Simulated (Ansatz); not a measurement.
BH2(SiH3) (SiBH₅). Charge 0, multiplicity 3. Geometry B3LYP-D4/def2-TZVP, that of the neutral singlet; atoms count from 1.

```xyz
7

B    -0.331   -0.306    1.111
H     0.249    0.109    2.065
H    -1.306   -0.962    1.306
Si    0.256    0.163   -0.754
H    -0.124   -0.853   -1.767
H     1.713    0.422   -0.869
H    -0.457    1.428   -1.093
```

At PBE0-D4/def2-TZVP a singlet of charge 0 lies 3.31 eV below the triplet at the same geometry.

Question: Estimate the Mulliken populations from the PBE0/def2-TZVP orbitals of Ansatz.

Answer: 
```json
{"atom": "B1", "charge (e)": "-0.35", "spin (α − β)": "1.33"}
{"atom": "H2", "charge (e)": "0.06", "spin (α − β)": "0.02"}
{"atom": "H3", "charge (e)": "0.06", "spin (α − β)": "0.02"}
{"atom": "Si4", "charge (e)": "0.17", "spin (α − β)": "0.46"}
{"atom": "H5", "charge (e)": "0.02", "spin (α − β)": "0.03"}
{"atom": "H6", "charge (e)": "0.02", "spin (α − β)": "0.03"}
{"atom": "H7", "charge (e)": "0.02", "spin (α − β)": "0.09"}
```
Mulliken values depend strongly on the basis.

Question: Where does the spin sit?

Answer: Summed by element: B 1.33, H 0.20, Si 0.46, of 2 unpaired in all. Largest on single atoms: B1 1.33, Si4 0.46, H7 0.09.

Question: And the Mayer bond orders between heavy atoms (over 0.3)?

Answer: B1–Si4 0.84 (2.01 Å).
